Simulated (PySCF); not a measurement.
CH4O.
Bonds: C1–O2. Hydrogens: H3, H4, H5 on C1; H6 on O2.

Computed with PBE0-D3(BJ)/def2-SVP geometry optimisation, gas phase in PySCF.

(1) Give the optimised bond lengths and angles.

Results:

(1) 
```json
{"bond": "C1–O2", "length (Å)": "1.397"}
{"bond": "C1–H3, C1–H4, C1–H5", "length (Å)": "1.105"}
{"bond": "O2–H6", "length (Å)": "0.962"}
```

Bonds in one row agree within 0.01 Å and their mean is given. A selection of angles:
```json
{"angle": "O2–C1–H3", "degrees": "113.3"}
{"angle": "O2–C1–H4", "degrees": "107.8"}
{"angle": "H3–C1–H4", "degrees": "107.2"}
{"angle": "C1–O2–H6", "degrees": "108.2"}
```

Point group: Cs (tolerance 0.08 Å). Not checked by PBE0-D3(BJ)/def2-SVP frequencies.

Hardware: one thread, Intel Xeon at 2.60 GHz (x86_64), shared host with 24 logical CPUs at a one-minute load of 7.1. Cost: 4.6 s, 0.28 GiB resident at most. This is the geometry optimisation.
